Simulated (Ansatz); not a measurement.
hcp Ti, treated with PBE-D3(BJ) (PAW; Ansatz, a quantum-chemistry and plane-wave program).

Settings: plane-wave cutoff 520 eV, 18×18×8 k mesh (along the axes of the cell as run), Fermi–Dirac smearing 0.1 eV, perturbation theory, no spin polarisation, scalar-relativistic PAW data made under PBE.

Computed at the level's own relaxed cell.

```
CELL_PARAMETERS angstrom
      2.88716     0.00000     0.00000
     -1.44358     2.50035     0.00000
      0.00000     0.00000     4.57300
ATOMIC_POSITIONS crystal
  Ti 0.66667 0.33333 0.75000
  Ti 0.33333 0.66667 0.25000
```

Harmonic phonon frequencies (cm⁻¹; i marks an imaginary mode):

| q point | frequencies |
|---|---|
| Γ | … |
| M | 101 119 228 236 249 267 |
| K | 182 182 206 206 230 298 |
| A | 89 89 89 89 202 202 |
| L | 180 180 182 182 283 283 |
| H | 72 72 262 262 275 275 |

Q: Fill in the missing entries.

A: 
- Γ, frequencies: 0 0 0 121 121 222

No imaginary mode appears at these points.

Note: the dispersion coefficients are held fixed in the derivatives.
